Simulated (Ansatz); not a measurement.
# AlH₂F: small, medium and large basis sets

One table from this session's results is given with a row withheld; the runs are named, their logs left out.

Method: one geometry, several basis sets; program: Ansatz 0.2.0, Gaussian basis.

Plan: PBE0-D4/def2-SVP; ωB97M-V/def2-SVP; PBE0-D4/def2-QZVPP; ωB97M-V/def2-QZVPP; CCSD(T)/cc-pV(D+d)Z; CCSD(T)/cc-pV(T+d)Z; CCSD(T)/cc-pV(Q+d)Z; the functionals' def2-TZVPP values are taken from earlier runs.

## The geometry

All runs share one geometry, relaxed beforehand with PBE0-D4 in a triple-zeta def2 set.

SMILES `[F][AlH2]`, 4 atoms, charge 0, spin multiplicity 1.

Atoms are counted from 1 here; the program's logs count them from 0.

Bond lengths: F1–Al2 1.650 Å, Al2–H3 1.576 Å, Al2–H4 1.576 Å. Angles: F1–Al2–H3 117.0°, F1–Al2–H4 117.0°, H3–Al2–H4 126.1°.

The first run:

File in.yaml:

```yaml
crystal:
  periodic: [false, false, false]
  atoms:
    - {symbol: F, position_ang: [-0.330317, -0.029967, 1.551872]}
    - {symbol: Al, position_ang: [0.026202, -0.014763, -0.058872]}
    - {symbol: H, position_ang: [-0.405822, -1.276273, -0.898294]}
    - {symbol: H, position_ang: [0.765436, 1.260705, -0.615106]}
basis:
  gaussian: {orbitals: def2-SVP}
hamiltonian: {xc: pbe0, dispersion: d4}
output: {orbitals: {seedname: orbitals}}
```

Started as:

```console
$ ansatz run in.yaml --threads 4 --pin off --events-out ev --progress --plain --max-ram 10444MiB
```

Among the steps run: PBE0-D4 in def2-SVP; ωB97M-V in def2-SVP; PBE0-D4 in def2-QZVPP; ωB97M-V in def2-QZVPP.

One of the session's tables, all rows but one given; the rest of the session is left out.

It belongs to the step «Density functionals: the series». 

```
functional       basis  HOMO (eV)  LUMO (eV)
   PBE0-D4    def2-SVP          ?          ?
   PBE0-D4  def2-TZVPP      -8.79      -1.37
   PBE0-D4  def2-QZVPP      -8.80      -1.42
   ωB97M-V    def2-SVP     -10.89       0.47
   ωB97M-V  def2-TZVPP     -11.01       0.22
   ωB97M-V  def2-QZVPP     -11.03       0.00
```

Estimate the missing values for PBE0-D4, def2-SVP.

The run gave: HOMO (eV): -8.72; LUMO (eV): -1.24. In the column «HOMO (eV)» it is the highest.
